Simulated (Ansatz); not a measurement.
Reaction (formal exchange of groups at a C–C bond): `C=CC(C)=S` + `C#CC#C` → `C#CC#CC` + `C=CC=S`

Isolated molecules relaxed with PBE0-D4/def2-TZVP in Ansatz; ΔE leaves out vibrations. CCSD(T)/CBS adds triple-zeta CCSD(T) − MP2 to the extrapolated MP2 energy (def2 sets, frozen cores). This one scheme is used for every species. Functionals use def2-TZVPP. One conformer a species, not always the lowest.

`C=CC(C)=S`:

```xyz
11

C     1.632   -1.079    0.578
C     0.802   -0.083    0.279
C    -0.576   -0.250   -0.195
C    -1.293    1.034   -0.460
S    -1.290   -1.694   -0.425
H     1.308   -2.110    0.479
H     2.640   -0.885    0.924
H     1.143    0.945    0.384
H    -1.306    1.647    0.449
H    -0.748    1.613   -1.214
H    -2.311    0.863   -0.799
```

`C#CC#C`:

Cartesian coordinates in Å:
```
C 1.471 -0.845 0.826
C 0.532 -0.305 0.299
C -0.532 0.305 -0.299
C -1.471 0.845 -0.826
H 2.300 -1.321 1.293
H -2.300 1.321 -1.292
```

`C#CC#CC`:

Cartesian coordinates in Å:
```
C 0.401 3.050 -0.769
C 0.248 1.890 -0.477
C 0.075 0.579 -0.146
C -0.078 -0.582 0.147
C -0.259 -1.972 0.497
H 0.537 4.073 -1.027
H -1.290 -2.165 0.806
H 0.399 -2.254 1.323
H -0.033 -2.620 -0.353
```

`C=CC=S`:

Z-matrix (Å, degrees):
```
C
C 1 1.336
H 1 1.085 2 121.1
H 1 1.083 2 121.8 3 -180.0
C 2 1.442 1 121.8 3 -0.0
H 2 1.086 1 121.3 3 180.0
S 5 1.617 2 125.2 1 -180.0
H 5 1.093 2 114.9 1 0.0
```

Problem. Is it downhill or uphill in electronic energy at CCSD(T)/CBS, and by how much? (Best estimate.)

Solution. Computed: Downhill: ΔE = -0.15 eV.

Problem. What do these levels give: PBE-D4, ωB97M-V, r2SCAN, CCSD(T)/def2-TZVPP, SCS-MP2/def2-QZVPP, CCSD/CBS(def2)? (Estimate.)

Solution. Ansatz gave: PBE-D4 -0.25, ωB97M-V -0.15, r2SCAN -0.24, CCSD(T)/def2-TZVPP -0.16, SCS-MP2/def2-QZVPP -0.18, CCSD/CBS(def2) -0.17 eV.

Largest T1 diagnostic among the species: 0.017.

In def2-TZVPP, CCSD(T) changes the Hartree–Fock value by +0.11 eV (the triples alone add +0.02 eV) and MP2 by +0.11 eV. The D4 term adds +0.07 eV with B3LYP and +0.04 eV with PBE0; it sums over pairs of atoms, weighted by their polarisabilities, and B3LYP, whose exchange is more repulsive, gets the larger term.

B3LYP here is the variant with VWN-RPA as its local correlation; programs differ in this.
